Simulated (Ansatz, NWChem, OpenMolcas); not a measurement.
# How basis sets differ on C6H6 (fulvene)

The species is C6H6 (12 atoms), meant as a singlet with charge 0. SMILES: `C=C1C=CC=C1`. Geometry: relaxed at PBE0-D4/def2-TZVP.

Each level gives the dipole moment (D). The values are calculated.

**The experiment to reproduce.** NIST CCCBDB gives the dipole moment of the gas as 0.42 D.

| level | kind | program | value (D) | computed − measured |
| --- | --- | --- | --- | --- |
| HF/STO-3G | Hartree–Fock | NWChem | 0.65 | +0.23 |
| HF/3-21G | Hartree–Fock | Ansatz | 0.74 | +0.32 |
| HF/def2-SVP | Hartree–Fock | OpenMolcas | 0.62 | +0.20 |
| HF/pcseg-1 | Hartree–Fock | Ansatz | 0.69 | +0.27 |
| HF/aug-cc-pVDZ | Hartree–Fock | Ansatz | 0.52 | +0.10 |

Nearest: HF/aug-cc-pVDZ (+0.10 D); farthest: HF/3-21G (+0.32 D). The measured dipole is a vibrational average, so differences of a few hundredths of a debye mean little. Magnitudes only: a small dipole may point the other way at some levels. Sets without polarisation functions give poor dipoles.
